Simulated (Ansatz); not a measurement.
Scan of [Cl···H···H], doublet

Starting geometry:

```xyz
3

Cl    0.0000    0.0000   -1.1976
H     0.0000    0.0000    0.0812
H     0.0000    0.0000    1.1164
```

From there H2 is moved from one fragment to the other while all else, the fragments' distance too, stays fixed; atoms are numbered as listed. Energies are in kJ/mol, counted from the starting geometry at the same level. Kohn–Sham curves are unrestricted where that lies lower.

Basis cc-pVDZ; Ansatz 0.2.0. Correlated methods freeze the noble-gas cores.

Full CI is exact within this basis and frozen core; it isn't the basis-set limit.

| distance Cl1-H2 (Å) | r2SCANh |
| --- | --- |
| 1.189 | 30.8 |
| 1.279 | 0.0 |
| 1.320 | -6.7 |
| 1.362 | -10.7 |
| 1.403 | -12.6 |
| 1.445 | -13.2 |
| 1.486 | -12.3 |
| 1.528 | -9.5 |
| 1.569 | -3.8 |

Task: Estimate the full CI curve in cc-pVDZ from this one, knowing how r2SCANh errs.

Result: The computed full CI values, in kJ/mol from the starting point, and the error of r2SCANh against them:
| distance Cl1-H2 (Å) | full CI | r2SCANh less full CI |
| --- | --- | --- |
| 1.189 | 26.4 | 4.4 |
| 1.279 | 0.0 | 0.0 |
| 1.320 | -5.3 | -1.4 |
| 1.362 | -8.6 | -2.0 |
| 1.403 | -10.8 | -1.9 |
| 1.445 | -12.3 | -0.8 |
| 1.486 | -13.3 | 0.9 |
| 1.528 | -12.8 | 3.3 |
| 1.569 | -9.9 | 6.1 |

The error spans 8.1 kJ/mol and is largest, 6.1 kJ/mol, at 1.569 Å.

In so small a basis the reference is far from its limit while semilocal and hybrid functionals are nearer theirs, so the functionals' errors here hold much of the reference's basis and frozen-core error, which can add to them or hide them.
